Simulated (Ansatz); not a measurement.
# AlNH2F (SMILES [NH2][Al][F]): levels of theory compared

Wanted: a comparison of 6 runs (U-r2SCAN0/STO-3G, U-revPBE/STO-3G, U-wB97X/STO-3G, UB2PLYP/STO-3G, UBHLYP/STO-3G, UCCSD/STO-3G) of AlNH2F. 

The results are computed with Ansatz 0.2.0.

62 further runs of the same task are left out: 3 that didn't finish, 59 set aside as unsound or not needed.

### Step 1. The molecule

The species is AlNH2F (5 atoms), meant as a doublet with charge 0. As SMILES, `[NH2][Al][F]`. The H5–N1 distance was set to 2.522 Å, away from the relaxed value. At this shape a bond of the SMILES string is far longer than usual.

Bond lengths: N1–Al2 1.765 Å, Al2–F3 1.658 Å, N1–H4 1.007 Å. Angles: N1–Al2–F3 117.4°, Al2–N1–H4 124.8°.

### Step 2. A single-point energy at U-r2SCAN0/STO-3G (run 1)

File job.yaml:

```yaml
crystal:
  periodic: [false, false, false]
  atoms:
    - {symbol: N, position_ang: [-0.029202, 1.114596, 1.072092]}
    - {symbol: Al, position_ang: [0.987498, 0.332796, 2.285392]}
    - {symbol: F, position_ang: [1.584198, -1.171204, 1.925892]}
    - {symbol: H, position_ang: [-0.448802, 2.023896, 1.173192]}
    - {symbol: H, position_ang: [-0.621700, 0.088600, -1.154400]}
basis:
  gaussian:
    orbitals: STO-3G
magnetization:
  spin_polarized: true
  initial_magnetization: 1
hamiltonian:
  xc: {name: r2SCAN0}
accuracy: high
```

Started as:

```console
ansatz run job.yaml --threads 1 --pin off --max-ram 2610MiB --events-out events.jsonl --progress --plain --runs-dir runs
```

The program printed:

```text
Warning: RAYON_NUM_THREADS=1 ignored (pool sized by the plan → 1); use --threads N
Functional definition: r2SCAN0
  name "r2SCAN0"
  parameter a = 0.25
  parameter k0 = 0.174
  parameter k1 = 0.065
  parameter a1 = 4.9479
  exchange = (1 - a)*r2scan_x(k0 = k0, k1 = k1, a1 = a1) + a*exact_x
  correlation = r2scan_c
376 factors; integrals over basis functions are off by at most 2.1e-8 eV
mean field evaluation 1: about -10680.4548 eV, gradient 3.0e1 eV
mean field evaluation 2: about -10614.6142 eV, gradient 9.0e1 eV
mean field evaluation 4: about -10689.2779 eV, gradient 6.2e0 eV
mean field evaluation 8: about -10689.5545 eV, gradient 2.4e-1 eV
mean field evaluation 16: about -10689.7621 eV, gradient 4.5e-5 eV
mean field evaluation 32: about -10689.6435 eV, gradient 8.4e-3 eV
mean field -10689.76210978 eV, -392.8415117536 hartree, gradient 2.0e-8 eV, S^2 1.208044; 4 other end points of the search recorded, 0 dependent functions left out
reference -10689.76211056 eV, -392.8415117820 hartree; 16, 15 occupied and 5, 6 virtual orbitals, 376 factors
Total energy: -10689.76211056 eV, -392.8415117820 hartree
```

Run time: 15 s. Hardware: 1 thread of Arm Neoverse V1, shared host; peak memory 0.24 GiB.

### Step 3. A single-point energy at U-revPBE/STO-3G (run 2)

File input.yaml:

```yaml
crystal:
  periodic: [false, false, false]
  atoms:
    - {symbol: "N", position_ang: [-0.029202, 1.114596, 1.072092]}
    - {symbol: Al, position_ang: [0.987498, 0.332796, 2.285392]}
    - {symbol: F, position_ang: [1.584198, -1.171204, 1.925892]}
    - {symbol: H, position_ang: [-0.448802, 2.023896, 1.173192]}
    - {symbol: H, position_ang: [-0.621700, 0.088600, -1.154400]}
basis:
  gaussian:
    orbitals: STO-3G
magnetization:
  spin_polarized: true
  initial_magnetization: 1
hamiltonian:
  xc: {name: revPBE}
accuracy: high
```

Started as:

```console
ansatz run input.yaml --threads 1 --pin off --max-ram 2610MiB --events-out events.jsonl --progress --plain --runs-dir runs
```

The program printed:

```text
Warning: RAYON_NUM_THREADS=1 ignored (pool sized by the plan → 1); use --threads N
Functional definition: revPBE
  name "revPBE"
  parameter kappa = 1.245
  parameter beta = 0.06672455060314922
  exchange = pbe_x(kappa = kappa, mu = beta*pi^2/3)
  correlation = pbe_c(beta = beta)
376 factors; integrals over basis functions are off by at most 2.1e-8 eV
mean field evaluation 1: about -10678.7556 eV, gradient 3.3e1 eV
mean field evaluation 2: about -10584.1408 eV, gradient 9.5e1 eV
mean field evaluation 4: about -10689.5565 eV, gradient 5.8e0 eV
mean field evaluation 8: about -10689.8101 eV, gradient 3.0e-1 eV
mean field evaluation 16: about -10689.7796 eV, gradient 1.5e-4 eV
mean field evaluation 32: about -10686.4068 eV, gradient 1.6e1 eV
mean field -10689.77960689 eV, -392.8421547604 hartree, gradient 5.8e-8 eV, S^2 0.778214; 6 other end points of the search recorded, 0 dependent functions left out
reference -10689.77960949 eV, -392.8421548558 hartree; 16, 15 occupied and 5, 6 virtual orbitals, 376 factors
Total energy: -10689.77960949 eV, -392.8421548558 hartree
```

Wall time 3.6 s (1 thread of Arm Neoverse V1, shared host); peak memory 0.13 GiB.

Runs 3 to 5 aren't shown in full; the table further down has their settings and results.

### Step 4. The energy at UCCSD/STO-3G (run 6)

File in.yaml:

```yaml
crystal:
  periodic: [false, false, false]
  atoms:
    - {symbol: N, position_ang: [-0.029202, 1.114596, 1.072092]}
    - {symbol: Al, position_ang: [0.987498, 0.332796, 2.285392]}
    - {symbol: F, position_ang: [1.584198, -1.171204, 1.925892]}
    - {symbol: H, position_ang: [-0.448802, 2.023896, 1.173192]}
    - {symbol: H, position_ang: [-0.621700, 0.088600, -1.154400]}
basis:
  gaussian:
    orbitals: STO-3G
magnetization:
  spin_polarized: true
  initial_magnetization: 1
accuracy: high
correlation:
  method: ccsd
  frozen_orbitals: {Al: 5, F: 1, H: 0, "N": 1}
scf:
  omitted_lower_state_checks: [cluster_reference, increment]
```

Started as:

```console
ansatz run in.yaml --threads 1 --pin off --max-ram 2610MiB --events-out events.jsonl --progress --plain --runs-dir runs
```

The program printed:

```text
Warning: RAYON_NUM_THREADS=1 ignored (pool sized by the plan → 1); use --threads N
[... 17 lines left out ...]
7 core orbitals not correlated: weight in the atoms' cores, before any rotation towards them, 1.000 or more for the frozen orbitals, at most 0.000 for the correlated occupied ones
[... 54 lines left out ...]
Total energy: -10663.34507906 eV, -391.8707037807 hartree
Checks for a lower state left out: cluster_reference, increment
```

Run time: 0.91 s. Hardware: 1 thread of Arm Neoverse V1, shared host.

### Step 5. All runs side by side

```csv
run,level,frozen core orbitals,energy (Eh),⟨S²⟩,wall time
1,U-r2SCAN0/STO-3G,–,-392.841512,1.208,15 s
2,U-revPBE/STO-3G,–,-392.842155,0.778,3.6 s
3,U-wB97X/STO-3G,–,-392.878793,1.163,24 s
4,UB2PLYP/STO-3G,7,-392.598269,1.327,8.4 s
5,UBHLYP/STO-3G,–,-392.868317,1.272,6.3 s
6,UCCSD/STO-3G,7,-391.870704,1.765,0.91 s
```

### Step 6. Summary of results

| quantity | value |
| --- | --- |
| run 6: total energy | -391.87070 Eh |
| run 6: correlation energy (7 core orbitals frozen) | -77.8 mEh |
| run 6: ⟨S²⟩ of the reference determinant | 1.765 |
| run 6: T1 diagnostic | 0.020 |

What this shows: Totals of different functionals can't be ranked against each other. In runs 1, 2, 3, 4, 5, 6 the basis is minimal, so the values are rough. Spin contamination of the reference: run 6 ⟨S²⟩ = 1.77, run 4 ⟨S²⟩ = 1.33, run 5 ⟨S²⟩ = 1.27, run 1 ⟨S²⟩ = 1.21, run 3 ⟨S²⟩ = 1.16. Where it is this large, the reference is a mixture of spin states, and values that rest on it are in doubt. All runs together took 59 s, the longest 24 s.
